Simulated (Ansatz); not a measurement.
# H5NSi: the cost of one run

The runs use Ansatz 0.2.0, Gaussian basis; PBE0-D4/def2-TZVP structures, single points in def2-TZVPP, no counterpoise correction.

Levels: SPW92, PBE-D4, BLYP-D4, r2SCAN-D4, B97M-V, PBE0-D4, B3LYP-D4, r2SCAN0-D4, BHLYP-D4, CAM-B3LYP-D4, wB97X-V, wB97M-V, B2PLYP, PBE-QIDH, RPA on PBE, Hartree-Fock, MP2, CCSD, CCSD(T).

Correlated methods freeze the cores. Orbitals are unrestricted. B3LYP uses VWN-RPA correlation. B2PLYP carries no dispersion term here.

94 further runs of the same task are left out: 94 set aside as unsound or not needed.

### Step 1. The starting structure

The complex: 9 atoms, charge 0, spin multiplicity 2.

Atoms are counted from 1 here; the program's logs count them from 0.

Bond lengths: H1–Si2 1.583 Å, Si2–N3 1.708 Å, Si2–H5 1.484 Å, Si2–H6 1.484 Å, N3–H7 1.007 Å, N3–H8 1.007 Å, S4–H9 1.343 Å. Angles: H1–Si2–N3 114.2°, H1–Si2–H5 105.1°, H1–Si2–H6 106.8°, N3–Si2–H5 109.4°, N3–Si2–H6 108.8°, H5–Si2–H6 112.5°, Si2–N3–H7 120.2°, Si2–N3–H8 120.4°, H7–N3–H8 111.2°.

Coordinates:

```
H     0.2297   -1.0309   -0.3203
Si   -0.5914    0.3216   -0.2825
N     0.3336    1.6897    0.1551
S     1.1443   -2.5725    0.0574
H    -1.6552    0.1014    0.7291
H    -1.1393    0.5303   -1.6460
H     0.9601    2.1121   -0.5110
H     0.6808    1.7904    1.0955
H     0.0375   -2.9421    0.7227
```

Its parts: SiNH5 holds atoms 1, 2, 3, 5, 6, 7, 8; HS radical holds atoms 4, 9. Each part counts its atoms afresh in its own runs.

### Step 2. Relaxing SiNH5 alone

File relax-a/in.yaml:

```yaml
crystal:
  periodic: [false, false, false]
  atoms:
    - {symbol: H, position_ang: [0.229697, -1.030878, -0.320291]}
    - {symbol: Si, position_ang: [-0.591448, 0.321583, -0.282492]}
    - {symbol: N, position_ang: [0.333576, 1.689701, 0.155109]}
    - {symbol: H, position_ang: [-1.655186, 0.101409, 0.729147]}
    - {symbol: H, position_ang: [-1.139272, 0.530346, -1.646001]}
    - {symbol: H, position_ang: [0.960128, 2.112134, -0.511002]}
    - {symbol: H, position_ang: [0.680801, 1.790423, 1.095482]}
basis:
  gaussian: {orbitals: def2-TZVP}
hamiltonian: {xc: pbe0, dispersion: d4}
relax: {f_tol: 0.005, max_steps: 200}
```

Run with:

```console
$ ansatz run in.yaml --threads 4 --pin off --events-out ev --progress --plain --max-ram 9574MiB
```

**Question.** How long does this run take on 4 threads of Arm Neoverse V1, shared host?

About 4.4 s.
